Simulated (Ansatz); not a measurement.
Consider the ligand exchange at a P–O bond: `[AlH2][O]P` + `N[SiH3]` → `[SiH3]NP` + `[OH][AlH2]`.

Program: Ansatz. Geometries: PBE0-D4/def2-TZVP. ΔE: electronic, gas phase. CCSD(T)/CBS adds triple-zeta CCSD(T) − MP2 to the extrapolated MP2 energy (def2 sets, frozen cores). This one scheme is used for every species. Functionals use def2-TZVPP. B3LYP here is the variant with VWN-RPA as its local correlation; programs differ in this. One conformer a species, not always the lowest.

| level | ΔE (kJ/mol) |
| --- | --- |
| BLYP | 12.4 |
| B3LYP | 12.3 |
| r2SCANh | 7.0 |
| MP2/def2-SVP | 0.4 |

**Question.** What does CCSD(T)/CBS give? (An estimate is asked.)

**Answer.** Ansatz gave: +4.5 kJ/mol. The listed levels differ from it by 7.9, 7.8, 2.5, -4.1 kJ/mol.

**Question.** What do rigid-rotor, harmonic-oscillator terms from PBE0-D4/def2-TZVP frequencies (298.15 K, 1 bar) make of the CCSD(T)/CBS value? (Estimate.)

**Answer.** The calculation gave: ΔZPE = +0.5 kJ/mol, ΔH = +4.0 kJ/mol, ΔS = -16 J/(mol·K), ΔG = +8.7 kJ/mol. Modes under 50 cm⁻¹ make the entropy rough.

Largest T1 diagnostic among the species: 0.014.

The D4 term adds −4.0 kJ/mol with B3LYP and −2.1 kJ/mol with PBE0; it sums over pairs of atoms, weighted by their polarisabilities, and B3LYP, whose exchange is more repulsive, gets the larger term. Leaving LDA and LC-ωPBE aside and taking each functional with its dispersion term where it has one, the values, not all of them listed here, spread over 11.4 kJ/mol, from revPBE-D4 to BHLYP-D4. LDA lies −4.3 kJ/mol from PBE without D4. In def2-TZVPP, CCSD(T) changes the Hartree–Fock value by −15.0 kJ/mol (the triples alone add −2.2 kJ/mol) and MP2 by −18.1 kJ/mol.
